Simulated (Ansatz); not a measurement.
Dissociation curve of HF, singlet.

RKS-PBE0 = restricted PBE0/cc-pVDZ (Ansatz, a program for electronic structure); FCI = full CI/cc-pVDZ, frozen core in Ansatz.

Energies relative to the lowest point of each curve between 0.74 and 1.11 Å, where full CI is lowest, in kJ/mol:

```
R / Å  RKS-PBE0
-----  --------
0.69      292.5
0.83       30.8
0.89        3.2
0.95        2.0
1.00       14.3
1.04       30.1
1.11       66.0
1.18      108.2
1.28      173.0
1.40      250.9
2.58      708.7
2.99      769.0
```

Task: Predict the corresponding FCI column.

Result: 0.69: 292.3; 0.83: 30.0; 0.89: 2.9; 0.95: 2.4; 1.00: 15.3; 1.04: 31.5; 1.11: 67.9; 1.18: 110.1; 1.28: 173.3; 1.40: 246.6; 2.58: 520.6; 2.99: 527.1 (kJ/mol).

The restricted form behind RKS-PBE0 keeps the bonding electrons paired and can't separate into open-shell fragments.
